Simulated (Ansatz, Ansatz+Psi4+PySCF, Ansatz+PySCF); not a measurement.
```xyz
2

Li    0.0000    0.0000    0.4100
H     0.0000    0.0000   -1.2300
```

Basis set: cc-pVTZ on H; cc-pCVTZ on Li (spherical functions). All electrons are correlated. Charge 0, multiplicity 1.

Computed with Ansatz (development build ahead of 0.2.0); free ground-state atoms in the same class of orbitals, no zero-point energy, no relativity.

The atomization energy of singlet LiH from measured heats of formation, zero-point and thermal terms removed is 2.515 eV (G2/97 set, Curtiss et al., J. Chem. Phys. 106, 1063 (1997), as shipped with ASE); it holds spin-orbit and other relativistic effects.

Question: How far do RHF-CCSD(T), RHF-MP2, UHF-MP2, UHF miss it in this basis?

Answer:

```tsv
method	atomization energy (eV)	computed − measured (eV)
RHF-CCSD(T)	2.454	-0.061
RHF-MP2	2.226	-0.289
UHF-MP2	2.226	-0.289
UHF	1.475	-1.040
```
